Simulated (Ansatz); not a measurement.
# Relaxing AgOs₂

Level of theory: DFT PBE, scalar-relativistic, plane waves, PAW (Ansatz). Cutoff 420 eV, Γ-centred k mesh, Gaussian smearing, no spin polarisation in the final step.

The start puts AgOs₂ on the tetragonal zirconia structure type (P4_2/nmc, No. 137), with Ag in place of Zr, Os in place of O, at a guessed volume.

```
Ag Os
1.0
     4.09203    0.00000    0.00000
     0.00000    4.09203    0.00000
     0.00000    0.00000    5.89095
Ag Os
2 4
Direct
  0.00000 0.00000 0.00000
  0.50000 0.50000 0.50000
  0.00000 0.50000 0.20300
  0.00000 0.50000 0.70300
  0.50000 0.00000 0.29700
  0.50000 0.00000 0.79700
```

Steps on the 4×4×4 mesh (6 atoms). 10 of 14 steps are shown, and the free energy counts from the last. Trial steps that were taken back and renewals of the plane-wave basis can be among the rows.

```tsv
step	ΔF (meV/atom)	V (Å³/atom)	P (GPa)	largest force component (eV/Å)
1	614.5	16.44	23.65	3.732
2	224.8	17.77	-0.93	0.910
3	198.5	17.57	0.92	0.072
5	166.0	17.61	0.93	0.118
6	104.4	17.63	1.78	0.117
7	35.0	17.62	3.94	0.069
8	56.0	18.00	4.97	0.024
9	17.5	18.04	0.54	0.002
12	0.2	18.30	0.42	0.003
14	0.0	18.37	0.00	0.000
```

Steps on the 14×14×14 mesh (3 atoms). 3 of 5 steps are shown, and the free energy counts from the last.

```csv
step,ΔF (meV/atom),V (Å³/atom),P (GPa)
1,8.1,18.37,0.43
2,0.0,18.17,0.11
5,0.0,18.20,0.01
```

A final relaxation ran on a 14×14×14 mesh. The relaxed crystal, I4/mmm (No. 139):

```
Ag Os
1.0
    -2.34495    2.34495    2.48204
     2.34495   -2.34495    2.48204
     2.34495    2.34495   -2.48204
Ag Os
1 2
Direct
  0.00000 0.00000 0.00000
  0.75000 0.25000 0.50000
  0.25000 0.75000 0.50000
```

| Item | Value |
| --- | --- |
| Volume per atom | 18.20 Å³ |
| Density | 14.85 g/cm³ |
| Energy over the elements | 1.76 eV/atom |
| Gap on the 14×14×14 mesh | 0 eV (a metal) |

Formation energies are uncorrected and refer to the elements' standard structures at the same level.

The final run used a 14×14×14 mesh on its 3-atom cell and 0.10 eV smearing. The k mesh leaves about 4 meV/atom of noise in metals. Spin–orbit coupling is left out.

Symmetry constrained the relaxation, so the result can be a saddle point.

Cost: 3 runs of about 3.7 core-minutes in all, on Arm Neoverse V1 (shared hosts).